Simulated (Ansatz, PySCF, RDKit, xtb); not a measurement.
# C3H2FNO: which of the isomers drawn lies lowest?

A sample of isomers of C3H2FNO is drawn. Aim: find which of them has the lowest free energy at 298.15 K, then its properties. The sample is small against all isomers, and the most stable one of this formula need not be in it.

The funnel: GFN2-xTB relaxations, single points with a density functional, relaxations at r2SCAN-D4/def2-SVP, harmonic vibrations, and a last energy at a higher level. All values are calculated.

### 1 Drawing up candidates

Isomers were taken from a list of plausible structures; this is a sample, not all of them. That gives 3 candidates.

| label | SMILES | spin |
| --- | --- | --- |
| c027 | Fc1ncco1 | singlet |
| c181 | Fc1cocn1 | singlet |
| c525 | Fc1cnco1 | singlet |

Candidates are built by distance geometry, with a force field where one applies, in up to four conformers (letters a to d).

**Question.** With final energies at CCSD(T)/def2-SVP + MP2/def2-TZVPP - MP2/def2-SVP, which structure will this search put lowest in free energy, and by what margin?

| quantity | value |
| --- | --- |
| lowest structure found | Fc1ncco1, singlet, Cs |
| next finalist | Fc1cocn1, singlet, 2.0 kcal/mol higher in G |
| share at equilibrium, among the finalists | 96.4 % |
| harmonic wavenumbers, lowest and highest (r2SCAN-D4/def2-SVP) | 309 and 3306 cm⁻¹ |
| rotational constants, same geometry | 0.3207, 0.1302, 0.09261 cm⁻¹ |
| dipole moment (PBE0/def2-TZVPD) | 2.35 D |
| HOMO energy (PBE0/def2-TZVPD) | -7.42 eV |
| LUMO energy (PBE0/def2-TZVPD) | -0.24 eV |
| HOMO–LUMO gap (PBE0/def2-TZVPD) | 7.18 eV |
| lowest excitation (TD-PBE0/def2-SVPD) | 6.60 eV (f = 0.152) |
| lowest triplet excitation, same level, Tamm-Dancoff | 4.23 eV |
| vertical ionisation energy | 9.70 eV |
| vertical electron affinity | -1.16 eV (unbound: the value depends on the basis) |
| vertical triplet less singlet | +4.19 eV |

The lowest structure found is `Fc1ncco1`. The margin, 2.0 kcal/mol, is modest. GFN2-xTB, HF/STO-3G, r2SCAN-D4/def2-SVP, r2SCAN-D4/def2-SVP, relaxed, HF/def2-SVP and MP2/def2-SVP already put its bonding pattern lowest among the structures in one piece. The search is not exhaustive (a finite list of starts, one conformer a finalist), so a lower isomer can't be ruled out. Only 3 drawn patterns were tried, so whole families of isomers are missing, and the result ranks this sample alone.
